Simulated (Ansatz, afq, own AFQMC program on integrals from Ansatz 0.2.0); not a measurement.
Two steps: Ansatz 0.2.0 writes the Fock matrix and Cholesky factors of the valence space, and afq projects on them the lowest state that overlaps trial and start.

```yaml
crystal:
  periodic: [false, false, false]
  atoms:
    - {symbol: Ga, position_ang: [0.000000, 0.000000, -1.056800]}
    - {symbol: Ga, position_ang: [0.000000, 0.000000, 4.475200]}
    - {symbol: H, position_ang: [0.000000, 1.421600, -1.709200]}
    - {symbol: H, position_ang: [0.000000, -1.421600, -1.709200]}
basis:
  gaussian: {orbitals: cc-pVDZ}
magnetization: {spin_polarized: true, initial_magnetization: 2}
correlation: {method: ccsd_t, electrons: outside_noble_gas, hamiltonian_folder: ham}
```

```sh
$ ansatz run in.yaml --threads 1 --pin off --events-out ev --progress --plain --max-ram 1382MiB
```

afq runs on the folder ham with

```
--method phaseless --trial cisd --walkers 60 --populations 1 --least-time 40 --time-step 0.005 --steps-per-block 50 --equilibration-blocks 40 --max-blocks 300 --target-error 0.00068 --factor-cut 1e-05 --start spin_pure --seed 9539 --release-times 0.24,0.51,0.99,1.62,2.4 --release-step 0.03 --release-every 4 --taylor-order 6
```

Times are imaginary, in 1/Eh. The walk had a cap of 932 s. Filled inner d shells are frozen with the cores.

afq prints:

```
orbitals 36  electrons 5 3  factors 253 of 732
reference energy -3847.51723377 Eh
CCSD correlation -0.11787247 Eh in 14 cycles, weight of the determinant in the CISD state 0.8978
energy of the start -3847.634964 Eh
 block  time / (1/Eh)  mean weight  energy / Eh
     1     0.250  0.9991  -3847.633896
     2     0.500  1.0000  -3847.633825
     3     0.750  0.9993  -3847.633900
     4     1.000  0.9983  -3847.634575
     5     1.250  0.9987  -3847.635074
     8     2.000  1.0001  -3847.636413
    11     2.750  1.0011  -3847.636154
    26     6.500  1.0008  -3847.638635
    36     9.000  1.0003  -3847.642221
    41    10.250  0.9994  -3847.638028
    56    14.000  1.0013  -3847.637398
    71    17.750  0.9992  -3847.635086
    86    21.500  0.9997  -3847.636383
   101    25.250  1.0004  -3847.637509
   116    29.000  1.0006  -3847.638910
   131    32.750  0.9994  -3847.637802
   146    36.500  1.0006  -3847.635996
   161    40.250  0.9980  -3847.636550
   176    44.000  0.9989  -3847.636604
   191    47.750  1.0009  -3847.636714
   196    49.000  1.0024  -3847.636670
blocks merged  error / Eh  count
     1  0.000093  160
     2  0.000112  80
     4  0.000119  40
     8  0.000149  20
    16  0.000177  10
released: time / (1/Eh)  energy / Eh  error  mean overlap
  0.24  -3847.637078  0.000154  1.0005
  0.51  -3847.637136  0.000152  0.9979
  0.99  -3847.636961  0.000167  1.0118
  1.62  -3847.637138  0.000169  1.0098
  2.40  -3847.637620  0.000161  0.9651
energy -3847.637139 +/- 0.000149 Eh
(rows thinned)
```

The run passed its tests (sampling time, drift between the halves within three errors, error under three times the target), which doesn't prove that it has relaxed. The second half of the sampling lies above the first by 1.6 errors of their difference, so the energy may still be moving and its error bar be too small.

Against this walk (error 4.1 meV) on the same determinant: CCSD(T) 12.1 meV higher, CCSDT(Q) 6.6 meV lower (within the noise). The error is statistical and leaves out the bias of the constraint. The released energies are still falling (meV from the phaseless value at times in 1/Eh: 2 ± 4 at 0.24, 0 ± 4 at 0.51, 5 ± 5 at 0.99, 0 ± 5 at 1.62, -13 ± 4 at 2.40), so they give no level.

Cautions: constraint bias not in the error; no relativity below Rb; no spin-orbit coupling; inner d shell frozen; lower spins were not checked.

The walk took 2.5 min on 1 thread of Intel(R) Xeon(R) 6975P-C (Granite Rapids), with other jobs on the host. The log's last line is the phaseless energy.

CCSDT and higher add their correlation energy to the determinant of the CCSD(T) run, since their own runs factorise the integrals more tightly (a shift of under 2 meV). A walk keeps the symmetry of its determinant, which the program's search chose and which needn't be the lowest solution, so a lower state of the same spin and another symmetry isn't excluded.
